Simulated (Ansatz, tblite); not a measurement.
# The cluster Pd3Au: a ladder of methods and basis sets

Aim: run the doublet of the cluster Pd3Au at one geometry on many levels, and compare frontier levels, spin and run time.

Program: Ansatz 0.2.0, Gaussian basis. Level of theory: as each input shows. These are calculated values, not measurements.

Levels to be run: GFN1-xTB, GFN2-xTB, PBE-D4/def2-TZVP, r2SCAN-D4/def2-TZVP, r2SCANh-D4/def2-TZVP, LC-ωPBE/def2-TZVP, CAM-B3LYP-D4/def2-TZVP, revPBE-D4/def2-TZVP, ωB97M-V/def2-TZVP, PBE-D4/def2-SVP, PBE0-D4/def2-SVP, PBE0-D4/def2-TZVPD, PBE-D4/def2-TZVPD, r2SCAN-D4/def2-TZVPD, MP2/def2-TZVP, RPA/def2-TZVP.

3 further runs of the same task are left out: 2 that didn't finish, 1 set aside as unsound or not needed.

## Step 1: The geometry

The geometry is that of the doublet, from an earlier relaxation (B3LYP-D4/def2-SVP). At that level it is the lowest of the isomers that a small search found.

4 atoms, charge 0, spin multiplicity 2.

Bond lengths: Pd1–Pd2 2.638 Å, Pd1–Pd3 2.639 Å, Pd1–Au4 2.745 Å, Pd2–Pd3 2.639 Å, Pd2–Au4 2.745 Å, Pd3–Au4 2.745 Å. Angles: Pd2–Pd1–Pd3 60.0°, Pd2–Pd1–Au4 61.3°, Pd3–Pd1–Au4 61.3°, Pd1–Pd2–Pd3 60.0°, Pd1–Pd2–Au4 61.3°, Pd3–Pd2–Au4 61.3°, Pd1–Pd3–Pd2 60.0°, Pd1–Pd3–Au4 61.3°, Pd2–Pd3–Au4 61.3°, Pd1–Au4–Pd2 57.5°, Pd1–Au4–Pd3 57.5°, Pd2–Au4–Pd3 57.5°.

Au, Pd take a core potential in the def2 sets. No spin-orbit coupling is included.

PBE0-D4/def2-TZVP was run before; its log isn't repeated, and its numbers join the tables.

## Step 2: GFN1-xTB

Tight binding, by tblite at 300 K electronic temperature and without a spin-polarisation term:

```python
tblite.interface.Calculator('GFN1-xTB', numbers, positions, charge=0, uhf=1).singlepoint()
```

Energy -470.1782 eV; 0.008 s.

## Step 3: GFN2-xTB

Tight binding, by tblite at 300 K electronic temperature and without a spin-polarisation term:

```python
tblite.interface.Calculator('GFN2-xTB', numbers, positions, charge=0, uhf=1).singlepoint()
```

Energy -473.9011 eV; 0.008 s.

## Step 4: PBE-D4/def2-TZVP

start.molden holds the orbitals of an earlier run on this state, given as this run's starting guess.

in.yaml reads:

```yaml
crystal:
  periodic: [false, false, false]
  atoms:
    - {symbol: Pd, position_ang: [-1.350263, 0.880580, 0.218817]}
    - {symbol: Pd, position_ang: [1.198222, 0.673727, 0.869973]}
    - {symbol: Pd, position_ang: [0.407557, 0.068177, -1.573436]}
    - {symbol: Au, position_ang: [-0.255506, -1.622484, 0.484646]}
basis:
  gaussian: {orbitals: def2-TZVP, initial_orbitals: start.molden}
magnetization: {spin_polarized: true, initial_magnetization: 1}
hamiltonian: {xc: pbe, dispersion: d4}
scf: {omitted_lower_state_checks: [starts]}
output: {orbitals: {seedname: orbitals}}
```

The run is started by

```console
> ansatz run in.yaml --threads 2 --pin off --events-out ev --progress --plain --max-ram 4352MiB
```

After this run come: r2SCAN-D4/def2-TZVP; r2SCANh-D4/def2-TZVP; LC-ωPBE/def2-TZVP; CAM-B3LYP-D4/def2-TZVP; revPBE-D4/def2-TZVP; ωB97M-V/def2-TZVP; PBE-D4/def2-SVP; PBE0-D4/def2-SVP; PBE0-D4/def2-TZVPD; PBE-D4/def2-TZVPD; r2SCAN-D4/def2-TZVPD; MP2/def2-TZVP; RPA/def2-TZVP.

**Question.** What will the summary of the whole plan be? Wanted: gap in def2-TZVP, named functionals, smallest and largest; correlation energy, MP2/def2-TZVP; binding an atom, functionals in def2-TZVP; ⟨S²⟩ in def2-TZVP, named functionals, smallest and largest; PBE0 total energy, smallest basis above largest.

**Answer**, as computed:

```
                                                  quantity                                  value
 gap in def2-TZVP, named functionals, smallest and largest    0.44 eV (PBE-D4), 6.93 eV (LC-ωPBE)
                         correlation energy, MP2/def2-TZVP                              -51.04 eV
                 binding an atom, functionals in def2-TZVP  1.14 (LC-ωPBE) to 1.89 eV (r2SCAN-D4)
⟨S²⟩ in def2-TZVP, named functionals, smallest and largest                           0.760, 0.812
           PBE0 total energy, smallest basis above largest         2.87 eV (def2-SVP, def2-TZVPD)
```

What this shows: Orbital gaps of the named functionals in def2-TZVP span 0.44 eV (PBE-D4) to 6.93 eV (LC-ωPBE); exact exchange widens it. Over the named functionals in def2-TZVP spin contamination reaches 0.06 (LC-ωPBE), which is small.
